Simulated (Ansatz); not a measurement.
## Breaking a bond in BHSCl (SMILES S[B]Cl)

BHSCl has 4 atoms, charge 0, and is taken as a doublet. SMILES: `S[B]Cl`. The coordinates come from a PBE0-D4/def2-TZVP relaxation.

```xyz
4

S     0.5664   -0.7891    0.5314
B    -0.2996    0.4757   -0.3458
Cl   -2.0141    0.6160   -0.4273
H     1.8029   -0.3629    0.2214
```

The S1–B2 distance is scanned; the parts on either side stay rigid. Basis STO-3G, 11 core orbitals frozen in the correlated methods; program Ansatz 0.2.0. FCI is exact within this basis and core. Energies in eV from each method's value at 1.766 Å; open shells run as named. The shape above is that at 1.766 Å.

```
distance (Å)  UB3LYP  U-wB97X  UCCSD  UCCSD(T)   FCI
       1.766    0.00     0.00   0.00      0.00  0.00
       2.208    1.60     1.83   1.64      1.63  1.61
       2.649    3.49     3.75   3.34      3.35  3.34
       3.532    4.48     4.48   3.75      3.77  3.77
       4.415    4.53     4.53   3.77      3.79  3.79
```

Departure from the FCI curve at its largest: UB3LYP +0.75 eV at 4.42 Å; U-wB97X +0.74 eV at 4.42 Å; UCCSD +0.03 eV at 2.21 Å; UCCSD(T) +0.02 eV at 2.21 Å. For the functionals part of the departure is owed to the small basis.
